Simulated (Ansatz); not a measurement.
Basis-set extrapolation for `PBS` (PBE0-D4/def2-TZVP geometry, frozen core, Ansatz 0.2.0). Multiplicity 1, RHF reference.

|  | def2-TZVPP | def2-QZVPP |
| --- | --- | --- |
| HF | -765.335216 | -765.357328 |
| MP2 correlation | -0.438016 | -0.472141 |
| CCSD(T) correlation | -0.509529 | not run |

Energies in hartree. Use E(X) = E(∞) + A·exp(−7.88·√X) for Hartree–Fock and E(X) = E(∞) + B·X^(−2.97) for correlation, with X = 3 and 4, and add CCSD(T) minus MP2 of the smaller set to the MP2 limit.

Q: What is the CCSD(T) energy at the basis-set limit?

A: HF limit: -765.357328 + (-0.022112) × 0.13774 = -765.36037. MP2 limit: -0.472141 + (-0.034125) × 0.74074 = -0.49742. Higher-order term: -0.509529 − (-0.438016) = -0.07151. Total: -765.92930 hartree, 53.1 kcal/mol below CCSD(T)/def2-TZVPP.
